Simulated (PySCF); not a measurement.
Compound: C5H12N (charge +1).
SMILES: `C[NH2+]C1CCC1`

Torsions of this conformer, `[CH3:1][NH2+:2][CH:3]1[CH2:4][CH2:5][CH2:6]1`: C1–N2–C3–C4 -68°.

The closed-shell ground state was solved at several levels (PySCF, density fitting, gas phase, non-relativistic). The structure is a single PBE0-D3(BJ)/def2-SVP conformer in the gas phase; no vibrational or solvent corrections.

```tsv
level	basis functions	total energy (Eh)	HOMO (eV)	LUMO (eV)	gap (eV)
B3LYP/pcJ-0	114	-251.8525	-13.40	-3.73	9.67
B3LYP/6-31G-J	120	-252.2274	-13.18	-4.04	9.14
B3LYP/pcJ-1	282	-252.2636	-13.27	-4.56	8.71
B3LYP/def2-TZVP	258	-252.3397	-13.22	-4.69	8.53
B3LYP/6-31G*	108	-252.2417	-13.13	-3.96	9.17
PBE0/pcSseg-1	162	-251.9046	-13.47	-4.22	9.25
wB97X-D/pcSseg-1	162	-252.1304	-15.40	-2.34	13.06
```

Task: Estimate the row for CAM-B3LYP/def2-SVPD, a basis of 216 functions; the other rows only guide the guess.

Result: Total energy -251.9282 Eh, HOMO -14.86 eV, LUMO -3.61 eV, gap 11.25 eV.

Task: Over all these levels, which gives the widest orbital gap and which the narrowest?

Result: wB97X-D/pcSseg-1 (range-separated hybrid) has the widest, 13.06 eV, and B3LYP/def2-TZVP (global hybrid, 20 % exact exchange) the narrowest, 8.53 eV. Functional and basis both differ between the two, so the spread mixes both effects.

Task: How much does the basis alone move the frontier levels among the 5 B3LYP rows?

Result: The HOMO by 0.27 eV and the LUMO by 0.96 eV. By rising basis size (HOMO, LUMO in eV): 6-31G* -13.13, -3.96; pcJ-0 -13.40, -3.73; 6-31G-J -13.18, -4.04; def2-TZVP -13.22, -4.69; pcJ-1 -13.27, -4.56.

wB97X-D is run here without its empirical dispersion term; that term would change no orbital, density or response property at a fixed geometry.
